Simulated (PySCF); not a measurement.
PySCF job for CH₃O, SMILES C[O] (connectivity only; charge and spin as stated), charge -1, multiplicity 1, B3LYP/pcSseg-2. The structure is a stationary point at B3LYP-D3(BJ)/def2-TZVPD. The spin state was assumed, not searched. The isomer is the one that the SMILES or the coordinates give; other isomers of the formula were not compared.

```python
import numpy as np
from pyscf import gto, scf, dft
from pyscf.prop.nmr import rks as nmr

mol = gto.M(
    atom='''
    C    -0.00000000    0.00000000    0.54301753
    O     0.00000000   -0.00000000   -0.79430509
    H     0.88762519   -0.51247064    1.03211187
    H    -0.00000001    1.02494129    1.03211186
    H    -0.88762519   -0.51247064    1.03211186
    ''',
    basis='pcSseg-2',
    charge=-1,
    spin=0,
    max_memory=1600,
    verbose=3,
)
mf = dft.RKS(mol, xc='b3lyp')
mf.grids.level = 3
mf.conv_tol = 1e-10
mf.max_cycle = 100
mf.kernel()
n = nmr.NMR(mf)
n.verbose = 2
n.max_cycle_cphf = 60
sigma = n.kernel()
print('atom   isotropic/ppm   span/ppm')
for i, s in enumerate(sigma):
    w = np.linalg.eigvalsh((s + s.T) / 2)
    print(f'{mol.atom_symbol(i):2s}{i + 1:3d} {w.mean():14.3f} {w[2] - w[0]:11.3f}')
```

Output:

```
converged SCF energy = -115.155720464177
atom   isotropic/ppm   span/ppm
C   1        103.792     117.000
O   2        272.966     132.588
H   3         25.026      11.104
H   4         25.026      11.104
H   5         25.026      11.104
```

The calculation finished and met its thresholds.
